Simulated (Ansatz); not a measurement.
Species: CH3, charge 1, singlet. CH3+ (parent SMILES [CH3], singlet).
B3LYP-D3(BJ)/def2-TZVP minimum from Ansatz (an electronic-structure program):
```xyz
4

C      0.0000     0.0000     0.0000
H     -0.0100     1.0916    -0.0207
H      0.9502    -0.5376    -0.0134
H     -0.9402    -0.5540     0.0341
```
Charge +1, spin multiplicity 1.

Total energies in aug-cc-pVQZ, 6 correlated electrons, 1 frozen orbitals. Open shells are spin-unrestricted; no spin-orbit coupling. Correlated methods leave the cores frozen. No relativity.

```tsv
method	program	energy (Eh)	minus CCSDT(Q) (mEh)
HF	Ansatz	-39.24997	164.93
MP2	Ansatz	-39.39133	23.57
CCSD	Ansatz	-39.41110	3.80
CCSD(T)	Ansatz	-39.41447	0.43
CCSDT(Q)	Ansatz	-39.41489	0.00
```
